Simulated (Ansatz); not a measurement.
Reaction: BH3S2 (SMILES SBS) → BH2S (SMILES [BH]S, doublet) + HS (SMILES [SH], doublet) (the B-S bond breaks)
Each species at its own B3LYP-D3(BJ)/def2-TZVP minimum (Ansatz, an electronic-structure program), one conformer.

Total energies in hartree (Ansatz). Radicals and triplets start from unrestricted determinants; spin-orbit coupling is neglected. Cores are frozen in correlated methods. No relativity.

```csv
species,HF/cc-pV(T+d)Z,CCSD(T)/cc-pV(T+d)Z,HF/cc-pV(Q+d)Z,CCSD(T)/cc-pV(Q+d)Z,CCSD(T)/cc-pV(D+d)Z,CCSDT(Q)/cc-pV(D+d)Z
1: BH3S2 (SMILES SBS),-821.59432,-822.12032,-821.60288,-822.16357,-821.97523,-821.97731
"2: BH2S (SMILES [BH]S, doublet)",-423.36224,-423.66146,-423.36730,-423.68550,-423.58058,-423.58209
"3: HS (SMILES [SH], doublet)",-398.10608,-398.28901,-398.10985,-398.30558,-398.22993,-398.23055
```

Task: Work out the bond dissociation energy (electronic) in kJ/mol: take Hartree-Fock from cc-pV(Q+d)Z, extrapolate the CCSD(T) correlation energy as X^-3 (X = 3, 4), and add CCSDT(Q) - CCSD(T) in cc-pV(D+d)Z. 1 hartree = 2625.5 kJ/mol.

Result: 
Species 1: correlation (64·(-0.56069) - 27·(-0.52600))/37 = -0.58600; step -0.00208; E1 = -821.60288 + (-0.58600) + (-0.00208) = -822.19096
Species 2: correlation (64·(-0.31820) - 27·(-0.29922))/37 = -0.33205; step -0.00151; E2 = -423.36730 + (-0.33205) + (-0.00151) = -423.70086
Species 3: correlation (64·(-0.19573) - 27·(-0.18293))/37 = -0.20507; step -0.00062; E3 = -398.10985 + (-0.20507) + (-0.00062) = -398.31554
-1·E1 +1·E2 +1·E3 = 0.17456 hartree = 458.3 kJ/mol.
